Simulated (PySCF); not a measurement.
NO, SMILES [N]=O (connectivity only; charge and spin as stated), charge +1, multiplicity 1.

Geometry optimised at PBE0-D3(BJ)/def2-TZVPD.

These are TDDFT-CAM-B3LYP/def2-TZVPD (PySCF) values and carry that method's errors.

Vertical excitations; the highest root listed may be one member of a degenerate set. The molecule is in vacuum. State labels are in the subgroup C2v.

Computed UV-visible absorptions:
| state | symmetry | energy (eV) | λ (nm) | f | main pairs |
|---|---|---|---|---|---|
| S1 | B2 | 10.10 | 123 | 0.015 | HOMO→LUMO+1 (degenerate set) |
| S2 | B1 | 10.10 | 123 | 0.015 | HOMO→LUMO (degenerate set) |
| S3 | A2 | 10.58 | 117 | 0.000 | HOMO−1→LUMO 50 %, HOMO−2→LUMO+1 50 % |
| S4 | A1 | 11.14 | 111 | 0.000 | HOMO−1→LUMO+1, HOMO−2→LUMO (degenerate set) |
| S5 | A2 | 11.14 | 111 | 0.000 | HOMO−2→LUMO+1, HOMO−1→LUMO (degenerate set) |
| S6 | B2 | 15.86 | 78 | 0.118 | HOMO−3→LUMO+1 (degenerate set) |
| S7 | B1 | 15.86 | 78 | 0.118 | HOMO−3→LUMO (degenerate set) |
| S8 | A1 | 17.33 | 72 | 0.524 | HOMO−2→LUMO 44 %, HOMO−1→LUMO+1 44 % |
| S9 | A1 | 19.32 | 64 | 0.064 | HOMO→LUMO+2 92 % |
| S10 | B2 | 20.39 | 61 | 0.120 | HOMO→LUMO+4 90 % |
| T1 | B1 | 7.73 | 160 | 0 | HOMO→LUMO (degenerate set) |
| T2 | B2 | 7.73 | 160 | 0 | HOMO→LUMO+1 (degenerate set) |
| T3 | A1 | 8.56 | 145 | 0 | HOMO−1→LUMO+1 50 %, HOMO−2→LUMO 50 % |
| T4 | A1 | 9.37 | 132 | 0 | HOMO−2→LUMO 50 %, HOMO−1→LUMO+1 50 % |
Triplets are in the Tamm–Dancoff approximation, which puts them higher than full response would, so one can lie above its singlet here.
